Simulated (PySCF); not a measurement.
## Gas-phase thermal properties of C2HF3

Energies from PySCF (xtb for GFN2), thermal terms from the rigid-rotor harmonic-oscillator model, ideal gas at 1 bar. 6-31G* has spherical d functions here. All species are closed-shell singlets. B3LYP is the form with VWN-RPA correlation. The harmonic model lacks anharmonicity and excited electronic states, which grow with temperature; levels with a mode under 35 cm⁻¹ are left out.

```csv
level,point group,σ,ZPE (kJ/mol),S°298 (J/mol/K),Cp298 (J/mol/K),S°1000 (J/mol/K),H1000 − H298 (kJ/mol)
B3LYP/6-31G*,Cs,1,77.4,292.7,68.6,404.3,67.9
GFN2-xTB,Cs,1,72.3,296.1,71.8,411.0,69.7
HF/6-31G*,Cs,1,84.7,288.6,64.5,395.7,65.3
PBE/def2-SVP,Cs,1,75.0,293.8,69.8,406.8,68.6
PBE0/def2-TZVP,Cs,1,78.0,291.5,67.9,402.6,67.6
```
σ: rotational symmetry number. Electronic degeneracy used: 1. Frequencies are unscaled.
